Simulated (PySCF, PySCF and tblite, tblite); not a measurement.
# C₂H₂F₂O₂: conformers and averaged spectra

Aim: find the conformers of C₂H₂F₂O₂ (`O=C(O)C(F)F`), weigh them, and average their properties.

Computed with tblite 0.8.0 (tight binding) and PySCF 2.14.0 (DFT, with response routines of our own); each step states its level. Atoms count from 0 throughout.

### 1 The molecule as given

8 atoms, charge 0, multiplicity 1; geometry from: MMFF94s geometry.

Bonds of the start (Å): C1–C3 1.51, C1–O2 1.37, C3–F4 1.38, C3–F5 1.36, C3–H7 1.08, O0–C1 1.22, O2–H6 0.98.

### 2 GFN2-xTB relaxation, conformer 1

The job: settings as JSON, then the geometry in Å.

```
{"job": {"xc": "GFN2-xTB", "basis": "xTB", "kind": "relax"}, "charge": 0, "multiplicity": 1}
O      0.917900     1.465600    -0.262900
C      0.502200     0.338900    -0.052700
O      1.414900    -0.653800     0.199700
C     -0.935100    -0.137400    -0.079900
F     -1.185500    -1.132000     0.845500
F     -1.829300     0.850500     0.198800
H      2.274500    -0.190800     0.190400
H     -1.150500    -0.531600    -1.063500
```

The run is started by

```sh
$ OMP_NUM_THREADS=1 python ens_run.py task.json out
```

This one command runs the whole study; its stages follow in the order run.

Log:

```text
step      E/eV     max force
  0    -622.66736    2.677
  1    -622.75534    2.414
  2    -622.78754    1.240
  3    -622.80448    0.490
  4    -622.81861    0.404
  5    -622.83823    0.499
  6    -622.84556    0.337
  7    -622.84888    0.188
  8    -622.85020    0.136
  9    -622.85071    0.077
 10    -622.85098    0.045
 11    -622.85141    0.080
 12    -622.85196    0.120
 13    -622.85244    0.097
 14    -622.85268    0.042
 15    -622.85281    0.038
 16    -622.85281    0.038
 17    -622.85286    0.033
 18    -622.85301    0.031
 19    -622.85304    0.024
 20    -622.85306    0.013
 21    -622.85307    0.010
 22    -622.85308    0.010
 23    -622.85309    0.011
 24    -622.85310    0.013
 25    -622.85311    0.013
 26    -622.85313    0.011
 27    -622.85313    0.008
 28    -622.85314    0.009
 29    -622.85315    0.011
 30    -622.85316    0.010
 31    -622.85317    0.009
 32    -622.85318    0.011
 33    -622.85318    0.011
 34    -622.85320    0.013
 35    -622.85322    0.013
 36    -622.85324    0.015
 37    -622.85327    0.018
 38    -622.85332    0.033
 39    -622.85343    0.050
 40    -622.85358    0.052
 41    -622.85374    0.041
 42    -622.85389    0.040
 43    -622.85402    0.049
 44    -622.85416    0.082
 45    -622.85430    0.071
 46    -622.85443    0.039
 47    -622.85448    0.024
 48    -622.85450    0.015
 49    -622.85453    0.014
 50    -622.85455    0.011
 51    -622.85455    0.014
 52    -622.85456    0.007
 53    -622.85456    0.006
 54    -622.85457    0.005
 55    -622.85457    0.006
 56    -622.85458    0.005
 57    -622.85458    0.003
```

Wall time 0.47 s (1 thread of Intel Xeon Platinum 8259CL at 2.50GHz, shared host).

Gain 0.187 eV; displacement 0.15 Å root mean square.

### 3 DFT optimisation, start 1: PBE0-D3(BJ)/def2-SVP

The job: settings as JSON, then the geometry in Å.

```
{"job": {"kind": "geom", "xc": "PBE0", "basis": "def2-SVP", "d3": "d3bj", "grid": 1, "maxiter": 40}, "charge": 0, "multiplicity": 1}
O      0.822899     1.540615    -0.050152
C      0.523320     0.387583    -0.012435
O      1.371197    -0.628235     0.058914
C     -0.924990    -0.146712    -0.080033
F     -1.155479    -1.014027     0.928449
F     -1.807883     0.858617     0.042106
H      2.179254    -0.383575     0.540773
H     -1.110900    -0.668644    -1.033713
```

Log:

```text
step      E/eV     max force
  0    -11613.62089   0.9546
  1    -11613.72734   1.1194
  2    -11613.75783   0.9767
  3    -11613.71960   1.7846
  4    -11613.76983   0.5340
  5    -11613.77142   0.5863
  6    -11613.77860   0.1076
  7    -11613.77927   0.0646
  8    -11613.77950   0.0517
  9    -11613.77965   0.0542
 10    -11613.77971   0.1296
 11    -11613.77988   0.0670
 12    -11613.77982   0.0687
 13    -11613.77986   0.0194
```

Run time: 71 s. Hardware: 1 thread of Intel Xeon Platinum 8259CL at 2.50GHz, shared host; peak memory 0.37 GiB.

Relaxing gained 0.159 eV and moved the atoms by 0.14 Å on average (rms).

### 4 Shieldings, conformer 1: WP04/pcSseg-2

The job: settings as JSON, then the geometry in Å.

```
{"job": {"xc": "WP04", "basis": "pcSseg-2", "kind": "nmr", "pop": true}, "charge": 0, "multiplicity": 1}
O      0.815221     1.508760     0.064543
C      0.500664     0.356101     0.077131
O      1.341298    -0.669387     0.190340
C     -0.935897    -0.151112    -0.075863
F     -1.230639    -0.977216     0.945691
F     -1.775224     0.886587    -0.061221
H      2.234771    -0.301476     0.278217
H     -1.052776    -0.706635    -1.024928
```

Log:

```text
coarse grid: 7760 points
cycle   1  E = -435.3162039894  dE =  1.215e+00  |g| = 1.654e+00  |ddm| = 1.958e+00
cycle   2  E = -433.9341890153  dE =  1.382e+00  |g| = 3.211e+00  |ddm| = 2.275e+00
cycle   3  E = -435.6673973697  dE = -1.733e+00  |g| = 6.053e-01  |ddm| = 1.886e+00
cycle   4  E = -435.7253138403  dE = -5.792e-02  |g| = 2.692e-01  |ddm| = 3.848e-01
cycle   5  E = -435.7369239796  dE = -1.161e-02  |g| = 5.771e-02  |ddm| = 1.307e-01
cycle   6  E = -435.7376141915  dE = -6.902e-04  |g| = 1.129e-02  |ddm| = 4.266e-02
cycle   7  E = -435.7376389172  dE = -2.473e-05  |g| = 1.512e-03  |ddm| = 6.490e-03
cycle   8  E = -435.7376392554  dE = -3.382e-07  |g| = 6.450e-04  |ddm| = 1.136e-03
final grid: 78784 points
cycle   9  E = -435.7265740419  dE = -1.276e-04  |g| = 6.456e-03  |ddm| = 4.186e-02
cycle  10  E = -435.7265558105  dE =  1.823e-05  |g| = 1.214e-02  |ddm| = 7.619e-03
cycle  11  E = -435.7265802656  dE = -2.446e-05  |g| = 2.125e-03  |ddm| = 5.571e-03
cycle  12  E = -435.7265809752  dE = -7.096e-07  |g| = 8.786e-04  |ddm| = 1.300e-03
cycle  13  E = -435.7265810962  dE = -1.210e-07  |g| = 1.887e-04  |ddm| = 3.870e-04
cycle  14  E = -435.7265811021  dE = -5.897e-09  |g| = 5.029e-05  |ddm| = 1.150e-04
cycle  15  E = -435.7265811024  dE = -3.381e-10  |g| = 2.161e-05  |ddm| = 2.902e-05
converged SCF energy = -435.7265811024

GIAO shielding tensors (ppm)
atom      isotropic    diamagn.    paramagn.     s11        s22        s33       span
  0 O     -112.623     393.842    -506.465   -350.122   -269.934    282.187    632.309
  1 C       -0.189     253.200    -253.389   -107.375     49.052     57.757    165.133
  2 O      119.210     388.949    -269.739    -43.308    164.943    235.994    279.302
  3 C       56.374     238.535    -182.161     33.680     55.671     79.772     46.092
  4 F      313.955     470.261    -156.307    193.544    356.638    391.681    198.137
  5 F      316.341     469.172    -152.831    214.994    345.863    388.166    173.172
  6 H       25.148      29.801      -4.654     20.880     21.956     32.607     11.726
  7 H       25.713      28.030      -2.317     22.997     25.612     28.531      5.534
```

Wall time 39 s (1 thread of Intel Xeon Platinum 8259CL at 2.50GHz, shared host); peak memory 0.96 GiB.

In short: HOMO -10.04 eV, LUMO -3.33 eV; dipole 2.71 D.

### 5 Single-point energy, conformer 1: CAM-B3LYP/def2-TZVP

Changed since step 4:

```diff
@@ -1,2 +1,2 @@
-{"job": {"xc": "WP04", "basis": "pcSseg-2", "kind": "nmr", "pop": true}, "charge": 0, "multiplicity": 1}
+{"job": {"xc": "CAM-B3LYP", "basis": "def2-TZVP", "kind": "sp"}, "charge": 0, "multiplicity": 1}
 O      0.815221     1.508760     0.064543
```

Log:

```text
coarse grid: 7760 points
cycle   1  E = -427.3460758572  dE =  1.220e+00  |g| = 1.226e+00  |ddm| = 2.306e+00
cycle   2  E = -427.0229885693  dE =  3.231e-01  |g| = 1.904e+00  |ddm| = 1.516e+00
cycle   3  E = -427.6020327947  dE = -5.790e-01  |g| = 2.150e-01  |ddm| = 9.505e-01
cycle   4  E = -427.6081858536  dE = -6.153e-03  |g| = 1.033e-01  |ddm| = 1.447e-01
cycle   5  E = -427.6098963049  dE = -1.710e-03  |g| = 1.160e-02  |ddm| = 5.319e-02
cycle   6  E = -427.6099232551  dE = -2.695e-05  |g| = 3.537e-03  |ddm| = 9.323e-03
cycle   7  E = -427.6099260354  dE = -2.780e-06  |g| = 1.259e-03  |ddm| = 3.678e-03
final grid: 78784 points
cycle   8  E = -427.6126156319  dE = -4.727e-05  |g| = 4.448e-03  |ddm| = 2.969e-02
cycle   9  E = -427.6126135130  dE =  2.119e-06  |g| = 5.857e-03  |ddm| = 4.334e-03
cycle  10  E = -427.6126184768  dE = -4.964e-06  |g| = 6.774e-04  |ddm| = 2.616e-03
cycle  11  E = -427.6126185276  dE = -5.083e-08  |g| = 4.584e-04  |ddm| = 5.248e-04
cycle  12  E = -427.6126185608  dE = -3.323e-08  |g| = 5.108e-05  |ddm| = 2.576e-04
cycle  13  E = -427.6126185615  dE = -6.667e-10  |g| = 2.131e-05  |ddm| = 5.723e-05
converged SCF energy = -427.6126185615
```

Run time: 13 s. Hardware: 1 thread of Intel Xeon Platinum 8259CL at 2.50GHz, shared host; peak memory 0.8 GiB.

This run: HOMO -10.31 eV, LUMO 0.38 eV; dipole 2.62 D.

### 6 Couplings, conformer 1: B3LYP/pcJ-1

Changed since step 5:

```diff
@@ -1,2 +1,2 @@
-{"job": {"xc": "CAM-B3LYP", "basis": "def2-TZVP", "kind": "sp"}, "charge": 0, "multiplicity": 1}
+{"job": {"xc": "B3LYP", "basis": "pcJ-1", "kind": "j"}, "charge": 0, "multiplicity": 1}
 O      0.815221     1.508760     0.064543
```

Log:

```text
coarse grid: 7760 points
cycle   1  E = -427.2501774370  dE =  1.114e+00  |g| = 1.191e+00  |ddm| = 2.449e+00
cycle   2  E = -426.5850723077  dE =  6.651e-01  |g| = 2.292e+00  |ddm| = 1.979e+00
cycle   3  E = -427.4625480960  dE = -8.775e-01  |g| = 3.820e-01  |ddm| = 1.500e+00
cycle   4  E = -427.4853141244  dE = -2.277e-02  |g| = 1.401e-01  |ddm| = 2.761e-01
cycle   5  E = -427.4884564323  dE = -3.142e-03  |g| = 2.205e-02  |ddm| = 7.758e-02
cycle   6  E = -427.4885531354  dE = -9.670e-05  |g| = 5.458e-03  |ddm| = 1.815e-02
cycle   7  E = -427.4885586120  dE = -5.477e-06  |g| = 1.014e-03  |ddm| = 3.801e-03
final grid: 78784 points
cycle   8  E = -427.5579699112  dE = -1.788e-04  |g| = 6.872e-03  |ddm| = 1.161e-02
cycle   9  E = -427.5579504837  dE =  1.943e-05  |g| = 1.246e-02  |ddm| = 9.396e-03
cycle  10  E = -427.5579758432  dE = -2.536e-05  |g| = 1.770e-03  |ddm| = 7.100e-03
cycle  11  E = -427.5579762223  dE = -3.791e-07  |g| = 1.020e-03  |ddm| = 1.405e-03
cycle  12  E = -427.5579763848  dE = -1.624e-07  |g| = 6.093e-05  |ddm| = 4.964e-04
cycle  13  E = -427.5579763852  dE = -4.668e-10  |g| = 3.135e-05  |ddm| = 4.201e-05
converged SCF energy = -427.5579763852

Indirect spin-spin couplings (Hz)
  i      j    bonds     total        FC       PSO       DSO        SD
  0 O    1 C    1     28.637    17.608    14.043    -0.117    -2.896
  0 O    2 O    2     -7.654    -0.849    -8.018    -0.039     1.251
  0 O    3 C    2     -3.889    -3.257    -0.082     0.009    -0.559
  0 O    4 F    3      6.815    -0.352     5.736     0.214     1.218
  0 O    5 F    3     -1.543    -2.001     0.878    -0.006    -0.413
  0 O    6 H    3      2.368    -0.877     2.644     0.025     0.575
  0 O    7 H    3     -1.127    -0.876    -0.351     0.234    -0.135
  1 C    2 O    1     33.863    26.612     7.134    -0.157     0.274
  1 C    3 C    1     82.233    81.701    -0.983     0.437     1.078
  1 C    4 F    2     25.723    29.747    -4.883     0.222     0.637
  1 C    5 F    2     34.455    33.703    -0.818     0.193     1.376
  1 C    6 H    2     -6.572    -4.850    -1.208    -0.374    -0.140
  1 C    7 H    2      5.152     4.956    -0.099     0.243     0.051
  2 O    3 C    2    -26.226   -26.368     0.082    -0.037     0.097
  2 O    4 F    3      1.207     0.336     0.774    -0.045     0.142
  2 O    5 F    3     -1.884    -1.753     0.149     0.222    -0.503
  2 O    6 H    1    -77.600   -67.404    -9.822    -0.371    -0.004
  2 O    7 H    3      1.190     1.207    -0.010    -0.023     0.015
  3 C    4 F    1   -316.322  -318.788   -11.991     1.086    13.370
  3 C    5 F    1   -311.216  -302.827   -20.549     1.077    11.082
  3 C    6 H    3     10.203    10.187     0.583    -0.627     0.060
  3 C    7 H    1    187.711   186.973    -1.096     1.553     0.280
  4 F    5 F    2    268.615    39.844   138.361    -0.702    91.112
  4 F    6 H    4     -0.391    -0.541     2.316    -2.152    -0.014
  4 F    7 H    2     59.323    61.635     2.075    -0.915    -3.471
  5 F    6 H    4      4.299     4.600     1.738    -2.079     0.040
  5 F    7 H    2     60.218    63.290     1.192    -1.013    -3.250
  6 H    7 H    4     -0.827    -0.700     2.277    -2.400    -0.004
```

Run time: 37 s. Hardware: 1 thread of Intel Xeon Platinum 8259CL at 2.50GHz, shared host; peak memory 0.75 GiB.

Key values: HOMO -8.51 eV, LUMO -1.01 eV; dipole 2.60 D.

### 7 Excited states, conformer 1: PBE0/def2-SVPD

Changed since step 6:

```diff
@@ -1,2 +1,2 @@
-{"job": {"xc": "B3LYP", "basis": "pcJ-1", "kind": "j"}, "charge": 0, "multiplicity": 1}
+{"job": {"xc": "PBE0", "basis": "def2-SVPD", "nstates": 8, "ntriplets": 0, "kind": "uv"}, "charge": 0, "multiplicity": 1}
 O      0.815221     1.508760     0.064543
```

Log:

```text
coarse grid: 7760 points
cycle   1  E = -426.5586617319  dE =  1.098e+00  |g| = 1.041e+00  |ddm| = 3.410e+00
cycle   2  E = -426.0772560634  dE =  4.814e-01  |g| = 1.932e+00  |ddm| = 2.471e+00
cycle   3  E = -426.7442797573  dE = -6.670e-01  |g| = 2.958e-01  |ddm| = 1.769e+00
cycle   4  E = -426.7591485355  dE = -1.487e-02  |g| = 1.007e-01  |ddm| = 3.205e-01
cycle   5  E = -426.7609711593  dE = -1.823e-03  |g| = 1.379e-02  |ddm| = 9.141e-02
cycle   6  E = -426.7610088428  dE = -3.768e-05  |g| = 4.071e-03  |ddm| = 1.911e-02
cycle   7  E = -426.7610119864  dE = -3.144e-06  |g| = 1.125e-03  |ddm| = 4.660e-03
final grid: 78784 points
cycle   8  E = -426.8289331563  dE = -1.391e-05  |g| = 1.092e-02  |ddm| = 6.030e-02
cycle   9  E = -426.8288859002  dE =  4.726e-05  |g| = 1.943e-02  |ddm| = 2.465e-02
cycle  10  E = -426.8289538924  dE = -6.799e-05  |g| = 2.244e-03  |ddm| = 1.596e-02
cycle  11  E = -426.8289548382  dE = -9.457e-07  |g| = 2.106e-04  |ddm| = 1.916e-03
cycle  12  E = -426.8289548454  dE = -7.216e-09  |g| = 7.545e-05  |ddm| = 2.737e-04
cycle  13  E = -426.8289548466  dE = -1.239e-09  |g| = 1.434e-05  |ddm| = 9.557e-05
cycle  14  E = -426.8289548467  dE = -3.490e-11  |g| = 5.078e-06  |ddm| = 1.875e-05
converged SCF energy = -426.8289548467

Static polarisability (au): isotropic 34.496, principal 27.580 37.640 38.267

Singlet excitations
state   eV       nm        f      main configurations
  1   5.6223    220.5   0.00108   H->L 0.97
  2   7.7686    159.6   0.04485   H->L+1 0.85, H-1->L 0.13
  3   8.1187    152.7   0.00684   H-2->L 0.94
  4   8.4359    147.0   0.10703   H-1->L 0.56, H->L+2 0.26, H->L+1 0.10
  5   8.8590    140.0   0.02064   H-1->L+1 0.55, H->L+2 0.34
  6   8.9409    138.7   0.05602   H-1->L+1 0.41, H->L+2 0.35, H-1->L 0.15
  7   9.4788    130.8   0.00350   H->L+3 0.47, H-4->L 0.25, H->L+4 0.12
  8   9.5688    129.6   0.01488   H->L+3 0.42, H-4->L 0.28, H-3->L 0.18
```

Run time: 18 s. Hardware: 1 thread of Intel Xeon Platinum 8259CL at 2.50GHz, shared host; peak memory 0.65 GiB.

This run: HOMO -8.94 eV, LUMO -1.03 eV; dipole 2.65 D; S1 5.62 eV.

### 8 Averages: properties at WP04/pcSseg-2

The job: settings as JSON, then the geometry in Å.

```
{"job": {"study": "conf", "smiles": "O=C(O)C(F)F", "search": {"seed": 5644, "n_embed": 90, "ff_keep": 18, "window": 3.0, "nmax": 8, "temps": [250, 273.15, 298.15, 323.15, 373.15], "t_ref": 298.15, "order": 0.001, "geom": true}, "level": {"nmr": {"xc": "WP04", "basis": "pcSseg-2"}, "sp": {"xc": "CAM-B3LYP", "basis": "def2-TZVP"}, "j": {"xc": "B3LYP", "basis": "pcJ-1", "top": 4}, "uv": {"xc": "PBE0", "basis": "def2-SVPD", "nstates": 8, "ntriplets": 0, "top": 4}}, "kind": "conf"}, "charge": 0, "multiplicity": 1}
O      0.815221     1.508760     0.064543
C      0.500664     0.356101     0.077131
O      1.341298    -0.669387     0.190340
C     -0.935897    -0.151112    -0.075863
F     -1.230639    -0.977216     0.945691
F     -1.775224     0.886587    -0.061221
H      2.234771    -0.301476     0.278217
H     -1.052776    -0.706635    -1.024928
```

Log:

```text
conformer  sym    E(xTB)   E(DFT)   G(298.15 K)  weight  dipole/D
    1     C1      0.000    0.000    0.000   1.0000    2.621

mean shielding (ppm) by class
class atoms           250 K   273.15 K   298.15 K   323.15 K   373.15 K
  0 O  0           -112.623   -112.623   -112.623   -112.623   -112.623
  1 C  1             -0.189     -0.189     -0.189     -0.189     -0.189
  2 O  2             119.21     119.21     119.21     119.21     119.21
  3 C  3             56.374     56.374     56.374     56.374     56.374
  4 F  4,5          315.148    315.148    315.148    315.148    315.148
  5 H  6             25.148     25.148     25.148     25.148     25.148
  6 H  7             25.713     25.713     25.713     25.713     25.713
```

Wall time 1.8 min (1 thread of Intel Xeon Platinum 8259CL at 2.50GHz, shared host). This counts the runs that the step sums up.

The search (ETKDG and KDG, MMFF94s, GFN2-xTB) embedded 90 structures, kept 1 distinct ones after the force field and 1 after xTB; 1 was carried on (window 3.0 kcal/mol at the search's own energies). Energies: CAM-B3LYP/def2-TZVP with D3(BJ).

Conformer by conformer (298 K):

| no. | group | mirror pair | ΔE xTB | ΔE DFT | ΔG | weight (%) | μ (D) | O0–C1–O2–H6 (°) | O2–C1–C3–F4 (°) | A, B, C (GHz) |
| --- | --- | --- | --- | --- | --- | --- | --- | --- | --- | --- |
| 1 | C1 | yes | 0.00 | 0.00 | 0.00 | 100.0 | 2.62 | 1 | 54 | 5.56, 3.37, 2.26 |

Energies in kcal/mol. ΔG holds xTB vibrations and rotation, symmetry numbers and mirror pairs.

Shifts against references run at the same level (17O H2O 314.1, 1H TMS 31.61, 13C TMS 172.1, 19F CFCl3 177.3 ppm of shielding), by class of atoms, at 298 K:

| atoms | environment | average | measured |
| --- | --- | --- | --- |
| C1 | carboxylic acid carbon | 172.3 | – |
| C3 | sp3 CH bonded to 2 F, α to a carbonyl | 115.7 | – |
| H6 | hydrogen on an acid hydroxyl oxygen | 6.46 | – |
| H7 | hydrogen on an sp3 CH bonded to 2 F, α to a carbonyl | 5.90 | – |
| O0 | carbonyl oxygen | 426.7 | – |
| O2 | acid hydroxyl oxygen | 194.8 | – |
| F4, F5 | fluorine of a CF2 group | -137.8 | -127.0 |

Measured: Wikipedia, Fluorine-19 nuclear magnetic resonance spectroscopy.

Couplings (Hz, B3LYP/pcJ-1; one pair named for each class, the eight largest averages at most for each number of bonds), from conformers that hold 100 % of the weight:

| pair | bonds | average |
| --- | --- | --- |
| C3–F4 | 1 | -313.8 |
| C3–H7 | 1 | 187.7 |
| C1–C3 | 1 | 82.2 |
| O2–H6 | 1 | -77.6 |
| C1–O2 | 1 | 33.9 |
| O0–C1 | 1 | 28.6 |
| F4–F5 | 2 | 268.6 |
| F4–H7 | 2 | 59.8 |
| C1–F4 | 2 | 30.1 |
| O2–C3 | 2 | -26.2 |
| O0–O2 | 2 | -7.7 |
| C1–H6 | 2 | -6.6 |
| C1–H7 | 2 | 5.2 |
| O0–C3 | 2 | -3.9 |
| C3–H6 | 3 | 10.2 |
| O0–F4 | 3 | 2.6 |
| O0–H6 | 3 | 2.4 |
| O2–H7 | 3 | 1.2 |
| O0–H7 | 3 | -1.1 |
| F4–H6 | 4 | 1.9 |
| H6–H7 | 4 | -0.8 |

Effective distances for nuclear Overhauser effects, ⟨r⁻⁶⟩^(−1/6) as a mean over all pairs of two classes, so longer than the nearest pair where a class holds remote atoms (Å): H6···H7 3.56.

Lowest and brightest singlet by conformer (PBE0/def2-SVPD): no. 1 5.62 and 8.44 eV.

### 9 Summary of results

| quantity | value |
| --- | --- |
| conformers | 1; the first in weight is no. 1 (C1), 100 % at 298 K |
| root-mean-square dipole | 2.62 D |
| averaged 13C shifts (WP04/pcSseg-2) | 172.3, 115.7 ppm |
| averaged 1H shifts (WP04/pcSseg-2) | 6.46, 5.90 ppm |
| averaged 19F shifts (WP04/pcSseg-2) | -137.8 ppm |

What this shows: The search found one conformer in the window, so the averages are its own values. Against 1 measured 19F shift the average misses by 10.8 ppm. Vibration and solvent are missing from the shifts, so part of that gap is not the functional's. Protons on O, N, S or Se exchange and bind to solvent, so their values hold for the lone molecule only.
